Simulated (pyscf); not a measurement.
Thermochemistry of product channels of F–Zr(F)(F)–F + silane (SiH₄) on the singlet surface, in kJ/mol, from ωB97M-D3(BJ)/def2-TZVP energies (ideal gas, 1 atm, RRHO with modes under 100 cm⁻¹ raised to 100, one conformer, R ln 2 for chiral ones without a mode under 150 cm⁻¹). Structures and frequencies: ωB97X-D3(BJ)/def2-SVP in PySCF.

```
products                                      ΔE  ΔH(298 K)  ΔG(600 K)  ΔG(1200 K)
----------------------------------------  ------  ---------  ---------  ----------
hydrogen fluoride (HF) + F–Zr(F)(F)–SiH₃  +230.0     +233.9     +216.7      +193.7
F–SiH₃ + F–ZrH(F)–F                        +94.7      +93.4      +79.8       +66.6
```

These are energies of the channels, which say nothing of barriers. Elements past Kr carry the def2 core potentials, without spin-orbit coupling.
